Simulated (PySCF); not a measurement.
Molecule: `CCCC(F)F`, C$_{4}$H$_{8}$F$_{2}$.

Geometry:
```
atom   x (Å)   y (Å)   z (Å)
  C1   1.890   0.388  -0.226
  C2   0.457   0.630   0.218
  C3  -0.407  -0.619   0.138
  C4  -1.845  -0.374   0.510
  F5  -2.404   0.522  -0.341
  F6  -2.555  -1.522   0.415
  H7   2.491   1.307  -0.164
  H8   2.382  -0.375   0.398
  H9   1.929   0.034  -1.269
 H10  -0.001   1.418  -0.403
 H11   0.449   1.015   1.253
 H12  -0.019  -1.408   0.802
 H13  -0.404  -1.032  -0.885
 H14  -1.967   0.019   1.536
```

Geometry PBE0-D3(BJ)/def2-SVP throughout; GIAO in PySCF 2.14.0 with density-fitted response routines, gas phase, one conformer, non-relativistic; equivalent atoms averaged; basis pcSseg-1.

Task: How do the absolute shieldings σ depend on the functional? (ppm; last column core-seconds on shared hosts with different chips, so compare them loosely; the GGAs took longer than the global hybrids here, which isn't the general rule, and the cause wasn't traced)

Result: 
```tsv
functional	kind	C4	C3	C2	C1	F5/F6	H14	H12/H13	H10/H11	H7/H8/H9	core-s
HF	Hartree–Fock	84.8	155.2	174.1	175.5	349.0	26.48	30.21	30.52	30.58	5.1
LDA	LDA	51.0	137.5	161.0	166.0	288.9	24.79	29.29	29.52	29.82	14
PBE	GGA	54.9	138.0	158.7	163.7	290.7	25.28	29.71	29.90	30.17	18
BLYP	GGA	48.8	131.7	152.6	158.2	289.2	25.44	29.86	30.05	30.30	18
BP86	GGA	54.6	137.9	158.6	163.4	292.6	25.34	29.76	29.98	30.23	17
OPBE	GGA	66.2	146.4	164.5	168.9	298.9	25.39	29.73	29.94	30.22	18
KT2	GGA	62.6	142.4	162.2	166.9	290.5	25.35	29.71	29.90	30.14	19
KT3	GGA	63.8	142.2	160.3	165.3	294.2	25.55	29.85	30.02	30.28	18
B97-D	GGA	57.1	138.1	157.3	162.1	297.5	25.52	29.89	30.09	30.35	19
B3LYP	global hybrid	56.7	137.7	158.3	162.8	304.8	25.68	29.88	30.11	30.32	15
PBE0	global hybrid	64.2	144.7	165.0	168.6	309.7	25.62	29.78	30.02	30.23	12
mPW1PW91	global hybrid	63.4	144.0	164.1	167.6	310.4	25.68	29.82	30.07	30.28	14
WP04	global hybrid	48.6	133.0	150.4	155.2	309.7	25.99	30.00	30.31	30.55	14
B97-2	global hybrid	64.8	144.4	163.7	167.4	310.5	25.72	29.88	30.11	30.33	15
BHandHLYP	global hybrid	67.4	144.7	164.9	168.1	323.4	25.97	29.94	30.21	30.37	14
CAM-B3LYP	range-separated hybrid	60.1	141.4	162.9	166.9	311.4	25.67	29.82	30.07	30.27	17
wB97X-D	range-separated hybrid	64.4	145.1	165.6	168.8	314.1	25.78	29.89	30.16	30.34	18
LC-wPBE	range-separated hybrid	67.3	150.1	171.2	173.9	319.4	25.74	29.84	30.13	30.31	25
```

Task: Which nucleus moves most, in ppm?

Result: F5/F6 (fluorine of a CF2 group): from 288.9 ppm with LDA to 349.0 ppm with HF. The smallest spread is 0.77 ppm, at H7/H8/H9. Proton shifts span only some 12 ppm, so a few tenths of a ppm matter as much there as several ppm in carbon.
